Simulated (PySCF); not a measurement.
## Computed NMR parameters against published values

Geometry:
| atom | x (Å) | y (Å) | z (Å) |
| --- | --- | --- | --- |
| C1 | 1.402 | 0.330 | -0.388 |
| C2 | 0.526 | -0.530 | 0.487 |
| S3 | -1.124 | 0.189 | 0.444 |
| O4 | -1.057 | 1.583 | 0.730 |
| O5 | -2.055 | -0.620 | 1.173 |
| O6 | -1.484 | -0.009 | -1.124 |
| H7 | 1.026 | 0.320 | -1.408 |
| H8 | 1.370 | 1.354 | -0.025 |
| H9 | 2.433 | -0.018 | -0.386 |
| H10 | 0.420 | -1.550 | 0.133 |
| H11 | 0.833 | -0.524 | 1.528 |
| H12 | -2.288 | -0.525 | -1.192 |

[PySCF 2.14.0 with density-fitted response routines: GIAO PBE0/pcSseg-1 shieldings; GFN2-xTB geometry; one computed conformer; relativity neglected; fast rotation and ring inversion assumed for equivalent nuclei; gas phase]

Reference values: measured (solution, not stated per compound (mostly CDCl3 or CCl4); Pretsch, Buehlmann, Badertscher, Structure Determination of Organic Compounds, 4th ed. (2009)).
| atoms | quantity | reference | computed | computed, scaled |
| --- | --- | --- | --- | --- |
| C2 | δ 13C | 46.7 | 55.6 | 52.1 |
| C1 | δ 13C | 8.0 | 10.3 | 7.9 |

Computed shifts are σ(ref) − σ with the named reference compound (TMS for H and C) calculated as an isolated molecule at the same level. The measured values may be among those fitted. Scaled to experiment by linear calibration (H and C: mostly CDCl3 data, vs TMS): 13C: δ = 180.61 − 0.978σ (rms 2.1 ppm, 210 shifts, 2.3 ppm with the 2 outliers that the fit left out). Occasional misses reach two or three times the rms, and more in compound classes unlike the fitted ones.

How far are the unscaled 13C shifts from the references?

Answers

Mean signed difference +5.60 ppm, mean absolute 5.60 ppm over 2 comparisons; the largest is +8.9 ppm at C2 (sp3 CH2 bonded to S).
